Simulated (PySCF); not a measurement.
Molecule: 2-pyrrolidinone (SMILES C1C(=O)NCC1).

Cartesian coordinates in Å; atom numbers follow the order of the lines, from 1:
```xyz
13

O    -1.3471    2.1842    0.2410
C    -0.6873    1.1777    0.1465
C    -1.1795   -0.2628    0.2106
C    -0.0048   -1.0843   -0.3190
C     1.2161   -0.1987   -0.0361
N     0.6508    1.1280   -0.0295
H    -1.4013   -0.4924    1.2547
H    -2.0940   -0.3877   -0.3646
H     0.0786   -2.0596    0.1557
H    -0.1112   -1.2310   -1.3941
H     1.9879   -0.2926   -0.8034
H     1.6652   -0.4367    0.9377
H     1.2221    1.9565   -0.0171
```

Frames of a GFN2-xTB Langevin trajectory at 300 K; GIAO PBE0/pcSseg-1 shieldings in PySCF 2.14, gas phase, non-relativistic; equivalent atoms averaged within each frame.

References, each an isolated molecule treated in the same way: ¹⁷O (σref 336.08) vs H2O; ¹³C (σref 186.93), ¹H (σref 31.72) vs TMS; NH3 for ¹⁵N (σref 267.73). The references are static minima.

How do the shifts (ppm) fluctuate along the trajectory?

## Answers


```
         time (fs)     O1     C2    C5    C4    C3     N6  H11/H12   H13  H7/H8  H9/H10
optimised geometry  398.9  175.8  44.3  24.6  31.4  126.6     3.45  4.09   2.08    2.03
               250  413.4  172.7  43.5  34.4  29.7  121.7     3.49  3.22   2.11    1.97
               425  400.7  176.5  51.1  30.5  41.3  133.2     3.55  4.05   2.60    2.42
               625  426.4  182.1  51.8  37.0  32.2  115.7     4.01  4.24   1.36    3.03
               800  367.5  172.9  49.5  25.0  32.5  136.1     4.80  3.24   2.30    2.80
              1000  429.1  184.1  38.6  21.6  33.1  122.8     3.80  4.09   1.30    1.73
    mean of frames  407.4  177.7  46.9  29.7  33.8  125.9     3.93  3.77   1.94    2.39
standard deviation   25.0    5.3   5.7   6.4   4.4    8.5     0.53  0.50   0.58    0.54
```

5 frames give an uncertainty of the mean of about the standard deviation over 2.2 at best, since frames this close in time may not be independent; classical motion lacks zero-point vibration, and the reference would need the same averaging.
